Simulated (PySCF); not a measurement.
## TDDFT beside published excitation energies

Published values to compare with (the computed states carry no symmetry labels, so the two lists aren't matched line by line):

```json
{"state": "1A''[F](n→π*)", "E (eV)": "2.80", "f": "0.000", "kind of transition": "vertical emission from the excited-state geometry", "source": "[1]"}
{"state": "3A(T1)", "E (eV)": "3.12", "f": "", "kind of transition": "0-0 transition", "source": "[2]"}
{"state": "1A(S1)", "E (eV)": "3.49", "f": "", "kind of transition": "0-0 transition", "source": "[2]"}
{"state": "3A2(n→π*)", "E (eV)": "3.50", "f": "", "kind of transition": "band maximum or as reported", "source": "[3]"}
{"state": "3A2(n→π*)", "E (eV)": "3.55", "f": "", "kind of transition": "vertical absorption", "source": "[4]"}
{"state": "3A2(n→π*)", "E (eV)": "3.58", "f": "", "kind of transition": "vertical absorption", "source": "[1]"}
{"state": "1A2(n→π*)", "E (eV)": "3.95", "f": "", "kind of transition": "vertical absorption", "source": "[4]"}
{"state": "1A2(n→π*)", "E (eV)": "3.98", "f": "", "kind of transition": "vertical absorption", "source": "[1]"}
{"state": "1A2(n→π*)", "E (eV)": "4.07", "f": "", "kind of transition": "band maximum or as reported", "source": "[3]"}
{"state": "3A1(π→π*)", "E (eV)": "5.83", "f": "", "kind of transition": "vertical absorption", "source": "[4]"}
{"state": "3A1(π→π*)", "E (eV)": "5.86", "f": "", "kind of transition": "band maximum or as reported", "source": "[3]"}
{"state": "3A1(π→π*)", "E (eV)": "6.06", "f": "", "kind of transition": "vertical absorption", "source": "[1]"}
{"state": "3B2(n→3s)", "E (eV)": "6.83", "f": "", "kind of transition": "band maximum or as reported", "source": "[3]"}
{"state": "3B2(n→3s)", "E (eV)": "7.06", "f": "", "kind of transition": "vertical absorption", "source": "[1]"}
{"state": "1B2(n→3s)", "E (eV)": "7.11", "f": "", "kind of transition": "band maximum or as reported", "source": "[3]"}
{"state": "1B2(n→3s)", "E (eV)": "7.23", "f": "0.021", "kind of transition": "vertical absorption", "source": "[1]"}
{"state": "3B2(n→3p)", "E (eV)": "7.79", "f": "", "kind of transition": "band maximum or as reported", "source": "[3]"}
{"state": "3B2(n→3p)", "E (eV)": "7.94", "f": "", "kind of transition": "vertical absorption", "source": "[1]"}
{"state": "3A1(n→3p)", "E (eV)": "7.96", "f": "", "kind of transition": "band maximum or as reported", "source": "[3]"}
{"state": "1B2(n→3p)", "E (eV)": "7.97", "f": "", "kind of transition": "band maximum or as reported", "source": "[3]"}
{"state": "3A1(n→3p)", "E (eV)": "8.10", "f": "", "kind of transition": "vertical absorption", "source": "[1]"}
{"state": "1B2(n→3p)", "E (eV)": "8.13", "f": "0.037", "kind of transition": "vertical absorption", "source": "[1]"}
{"state": "1A1(n→3p)", "E (eV)": "8.14", "f": "", "kind of transition": "band maximum or as reported", "source": "[3]"}
{"state": "1A1(n→3p)", "E (eV)": "8.23", "f": "0.052", "kind of transition": "vertical absorption", "source": "[1]"}
{"state": "1A2(n→3p)", "E (eV)": "8.37", "f": "", "kind of transition": "band maximum or as reported", "source": "[3]"}
{"state": "3B1(n.d.)", "E (eV)": "8.42", "f": "", "kind of transition": "vertical absorption", "source": "[1]"}
{"state": "1A2(n→3p)", "E (eV)": "8.67", "f": "", "kind of transition": "vertical absorption", "source": "[1]"}
{"state": "1B1(σ→π*)", "E (eV)": "9.19", "f": "", "kind of transition": "vertical absorption", "source": "[4]"}
```

[1] computed, theoretical best estimate (aug-cc-pVTZ, frozen core, CC3 geometry), gas; Veril, Scemama, Caffarel, Lipparini, Boggio-Pasqua, Jacquemin, Loos, WIREs Comput. Mol. Sci. 2021, 11, e1517 (QUESTDB)
[2] measured, gas; Analytical gradients for NEO-TDDFT (2021), arXiv:2105.05191, experiment column
[3] measured, gas; Loos, Scemama, Blondel, Garniron, Caffarel, Jacquemin (2018), arXiv:1807.02045, literature column
[4] computed, CC3/TZVP, gas; arXiv:2401.06101 (2024), CC3 reference column of Thiel's set

CH2O.
InChI=1S/CH2O/c1-2/h1H2

Method: PySCF, TDDFT wB97X-D/def2-SVPD, vertical, gas phase, core orbitals frozen in the response. Isolated species at its PBE0-D3(BJ)/def2-SVP geometry, gas phase.

Computed singlets: 4.07 eV (f 0.000); 7.70 eV (f 0.034); 9.19 eV (f 0.070); 9.25 eV (f 0.114); 9.31 eV (f 0.000); 9.78 eV (f 0.108); 9.81 eV (f 0.000); 10.27 eV (f 0.000); 10.49 eV (f 0.036); 11.12 eV (f 0.029). Computed triplets (Tamm–Dancoff): 3.47, 6.16, 7.52, 8.25 eV.

Q: How does the lowest computed singlet compare with the best estimate listed for the lowest singlet (vertical absorption)?

A: 4.07 eV against 3.98 eV for 1A2(n→π*) [1]: a difference of +0.09 eV. Geometry and basis of the two calculations needn't be the same.

Q: How does the lowest computed triplet compare with the best estimate listed for the lowest triplet (vertical absorption)?

A: 3.47 eV against 3.58 eV for 3A2(n→π*) [1]: a difference of -0.11 eV. Geometry and basis of the two calculations needn't be the same.

[F] marks fluorescence, computed at the excited state's geometry. n.d. means that the source names no orbital transition; it classes the state at 8.42 eV as Rydberg.

Adiabatic (Te) and 0-0 energies refer to the relaxed excited state and aren't the vertical quantity computed here.

A measured band maximum holds vibronic effects and, in solution, solvent shifts, so it needn't equal the vertical energy.

The vertical ionisation energy is 10.91 eV (ΔSCF), so S10 and higher lie in the continuum; a finite Gaussian basis only mimics such states.
